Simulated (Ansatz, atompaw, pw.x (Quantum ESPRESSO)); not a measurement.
What a changed setting does to a pw.x run (bcc H)

Potential: PAW, atompaw 4.2.0.5, PBEsol; core none, reference 1s1; waves: 1s (bound): rc 1.25 bohr; 1s channel at 2.2 Ry: rc 1.25 bohr; 2p channel at -0.1 Ry: rc 1.15 bohr; 2p channel at 0.35 Ry: rc 1.25 bohr; local part: vpsmatchnc scheme with l = 2 at 0 Ry, radius 1.05 bohr; core correction: none; augmentation: gaussian compensation charge, radius 0.95 bohr; PAW radius 1.25 bohr; waves and projectors: custom polynom2 7 10 vanderbiltortho.

The reference run (k-mesh 18³, cutoffs 40/400 Ry, Fermi–Dirac 0.01 Ry, mixing_beta 0.4, conv_thr 1e-9, no spin) gives -2.39 GPa at 2.977 Å³/atom, where all-electron LAPW gives -2.42 GPa. This run, with its own iteration cap, changes startingwfc to atomic.

```
&control
  calculation='scf', prefix='x', pseudo_dir='./', outdir='./tmp', tstress=.true., disk_io='none'
/
&system
  ibrav=0, nat=1, ntyp=1, ecutwfc=40, ecutrho=400, nbnd=7,
  occupations='smearing', smearing='fd', degauss=0.01
/
&electrons
  conv_thr=1e-09, mixing_beta=0.4, electron_maxstep=50, startingwfc='atomic'
/
ATOMIC_SPECIES
H 1.0 H.UPF
CELL_PARAMETERS angstrom
  -0.90623246 0.90623246 0.90623246
  0.90623246 -0.90623246 0.90623246
  0.90623246 0.90623246 -0.90623246
ATOMIC_POSITIONS crystal
H 0.0000 0.0000 0.0000
K_POINTS automatic
18 18 18 0 0 0
```

```bash
pw.x < H.scf.in > H.scf.out
```

Question: How does the run end?

Answer: It converges in 4 iterations; the free energy moves by +0.0 meV/atom and the pressure by +0.00 GPa. The result is that of the reference run.

```
Message from routine setup:
     using ibrav=0 with symmetry is DISCOURAGED, use correct ibrav instead
     lattice parameter (alat)  =       2.9662  a.u.
     unit-cell volume          =      20.0898 (a.u.)^3
     number of electrons       =         1.00
     number of Kohn-Sham states=            7
     kinetic-energy cutoff     =      40.0000  Ry
     charge density cutoff     =     400.0000  Ry
     scf convergence threshold =      1.0E-09
     Exchange-correlation= SLA PW PSX PSC
     number of k points=   195  Fermi-Dirac smearing, width (Ry)=  0.0100
     iteration #  1     ecut=    40.00 Ry     beta= 0.40
     total energy              =      -1.07084547 Ry
     estimated scf accuracy    <       0.00000634 Ry
     iteration #  2     ecut=    40.00 Ry     beta= 0.40
     total energy              =      -1.07092478 Ry
     estimated scf accuracy    <       0.00000239 Ry
     iteration #  3     ecut=    40.00 Ry     beta= 0.40
     total energy              =      -1.07092743 Ry
     estimated scf accuracy    <          1.0E-09 Ry
     iteration #  4     ecut=    40.00 Ry     beta= 0.40
     the Fermi energy is     3.7883 ev
!    total energy              =      -1.07092745 Ry
     estimated scf accuracy    <          5.7E-10 Ry
     smearing contrib. (-TS)   =      -0.00043778 Ry
     The total energy is F=E-TS. E is the sum of the following terms:
     one-electron contribution =       0.63734661 Ry
     hartree contribution      =       0.02046147 Ry
     xc contribution           =      -0.66817314 Ry
     ewald contribution        =      -1.06253058 Ry
     one-center paw contrib.   =       0.00240596 Ry
     convergence has been achieved in   4 iterations
          total   stress  (Ry/bohr**3)                   (kbar)     P=      -23.84
     Message from routine punch:
     Nothing written, as per user request (disk_io='none')
```

The run took about 1.3 s on one core of a shared host (AMD EPYC 9R45 96-Core Processor, 96 threads, 376 GiB, load 35).
